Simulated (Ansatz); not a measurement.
Coupled-cluster diagnostics for the cluster SiO2, Ansatz.

Geometry of the singlet (PBE0-D4/def2-TZVP):

```xyz
3

Si    0.117    0.876   -0.415
O     0.410   -0.228    0.782
O    -0.527   -0.648   -0.367
```

Correlated methods freeze 7 core orbitals. The structure holds 1 bond(s) between oxygen atoms. Another isomer (singlet) lies 2.41 eV lower at PBE0-D4/def2-TZVP; other spin states weren't run for this one.

Q: Estimate the CCSD(T) correlation energy, the shares of MP2 and (T), T1 and the reference's ⟨S²⟩ for: charge 0, singlet, own geometry in def2-TZVPP; and the rough time on 4 threads of AMD EPYC 7B13 on a shared host.

A: 
| state | basis | correlation (eV) | MP2 share (%) | (T) share (%) | T1 | ⟨S²⟩ (pure) | wall time | remarks |
| --- | --- | --- | --- | --- | --- | --- | --- | --- |
| charge 0, singlet, own geometry | def2-TZVPP | -16.387 | 94.6 | 4.7 | 0.022 | 0.00 (0.00) | 1.2 s | large T1 (0.022), restricted SCF unstable |
Customary marks for T1 are 0.02 (closed shells), 0.045 (open shells) and about 0.05 (3d metals). T1 exceeds 0.02 in 1 of 1 rows and 0.045 in 0; the higher it lies, the less the single-reference result can be trusted.
